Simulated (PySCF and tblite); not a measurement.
Values are calculated unless marked as measured or tabulated.
1,4-dimethoxybenzene, C₈H₁₀O₂, numbered as in [CH3:1][O:2][c:3]1[cH:4][cH:5][c:6]([O:7][CH3:8])[cH:9][cH:10]1.

Search: ETKDG and KDG, MMFF94s, GFN2-xTB, 90 starts; geometries at GFN2-xTB. Weights use PBE0-D3(BJ)/pcSseg-1 energies plus GFN2-xTB zero-point and thermal terms (modes under about 100 cm⁻¹ blended into free rotors). Symmetry numbers and mirror images are counted. Conformers within 3 kcal/mol (GFN2-xTB free energy) were kept, 8 at most. (PySCF 2.14, tblite 0.8.)

Torsions listed: C1–O2–C3–C4, C5–C6–O7–C8.

| conformer | shape | symmetry | E(GFN2) kcal/mol |
| --- | --- | --- | --- |
| 1 | 0°, 0° | C2v | 0.07 |
| 2 | 0°, 180° | C2h | 0.00 |

Problem. Which of these conformers is the most populated at 298.15 K, and with what share?

Solution. Conformer 1, about 61 %. The lead over the next is within the error of the method.

Problem. Give the DFT energies and free energies relative to the lowest, and all weights.

Solution. 
| conformer | shape | E(DFT) kcal/mol | G(298.15 K) kcal/mol | weight % |
| --- | --- | --- | --- | --- |
| 1 | 0°, 0° | 0.00 | 0.00 | 60.9 |
| 2 | 0°, 180° | 0.22 | 0.26 | 39.1 |

Problem. How does its share change from 180 K to 400 K?

Solution. From 67 % to 58 %; the mixing entropy goes from 1.26 to 1.35 cal/(mol K).


Conformer gaps in pcSseg-1 on xTB geometries can be 2 kcal/mol off for S=O, P=O and other polar bonds.